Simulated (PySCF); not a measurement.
# Magnesium: a sound run and one with changed settings

Sound run: Mg [Ne] 3s2, Mg⁺ [Ne] 3s1. Computed with PySCF 2.14 in cc-pVDZ, with the non-relativistic Hamiltonian (point nucleus). In the sound run the correlated levels freeze [Ne]. The sound run starts from symmetry-adapted Hartree-Fock orbitals and uses a fine grid where one is needed.

Changed run: initial guess minao, at most 50 SCF cycles, level shift 2.0 hartree.

```tsv
species	method	sound run (hartree)	changed run (hartree)	converged
Mg	UHF	-199.60830	-199.60830	yes
Mg	TPSS	-200.08151	-200.08151	yes
Mg	PBE0	-199.96102	-199.96102	yes
Mg	MP2	-199.62964	-199.61214	yes
Mg	CCSD(T)	-199.64117	-199.64117	yes
Mg⁺	UHF	-199.36487	-199.36487	yes
Mg⁺	TPSS	-199.80304	-199.80304	yes
Mg⁺	PBE0	-199.68259	-199.68259	yes
```

Ionisation energy of Mg:

| method | sound run (eV) | changed run (eV) |
| --- | --- | --- |
| UHF | 6.624 | 6.624 |
| TPSS | 7.577 | 7.577 |
| PBE0 | 7.576 | 7.576 |
| MP2 | 7.205 | 6.728 |
| SCS-MP2 | 7.321 | 6.749 |
| CCSD | 7.519 | 7.519 |
| CCSD(T) | 7.519 | 7.519 |
| CCSDT | 7.519 | 7.519 |
| FCI | 7.519 | 7.519 |

A level shift leaves the converged SCF energy unchanged but raises the virtual orbital energies, which shrinks MP2 if it is not removed.

For comparison, NIST gives 7.646 eV between the lowest levels.
